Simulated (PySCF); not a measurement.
A species of formula C6H10 has this rotational fingerprint, computed with B3LYP/def2-SVPD in PySCF (dipole) on a GFN2-xTB geometry, gas phase:

| Quantity | Value |
| --- | --- |
| Rotational constants | A = 6555, B = 2816, C = 2445 MHz |
| Dipole components | \|μa\| = 0.08 D, \|μb\| = 0.02 D, \|μc\| = 0.07 D |
| Inertial defect | -49.84 u·Å² |
| κ | -0.82 |

Question: Which structure is it? (One computed conformer of each.)
A. `[CH2:1]=[CH:2][CH2:3]/[CH:4]=[CH:5]\[CH3:6]` with C1–C2–C3–C4 -117°, C2–C3–C4–C5 -111°
B. `C[C@H]1CC12CC2`
C. `[CH2:1]=[CH:2]/[C:3]([CH3:4])=[CH:5]/[CH3:6]` with C1–C2–C3–C4 0°

Answer: B. It is C[C@H]1CC12CC2, an asymmetric top, point group C1. The candidates at the same level (rigid rotor, commonest isotopes):

```json
{"SMILES": "C[C@H]1CC12CC2", "A (MHz)": "6555", "B (MHz)": "2816", "C (MHz)": "2445", "μa (D)": "0.08", "μb (D)": "0.02", "μc (D)": "0.07", "Δ (u·Å²)": "-49.84", "point group": "C1", "rotor": "asymmetric top"}
{"SMILES": "C=CC/C=C\\C", "A (MHz)": "10497", "B (MHz)": "1597", "C (MHz)": "1522", "μa (D)": "0.45", "μb (D)": "0.22", "μc (D)": "0.11", "Δ (u·Å²)": "-32.38", "point group": "C1", "rotor": "near-prolate asymmetric top"}
{"SMILES": "C=C/C(C)=C/C", "A (MHz)": "7989", "B (MHz)": "2125", "C (MHz)": "1714", "μa (D)": "0.72", "μb (D)": "0.17", "μc (D)": "0.00", "Δ (u·Å²)": "-6.24", "point group": "Cs", "rotor": "asymmetric top"}
```

`C=C/C(C)=C/C` has C 30 % too low; `C=CC/C=C\C` has A 60 % too high. No structure here is proved a minimum.
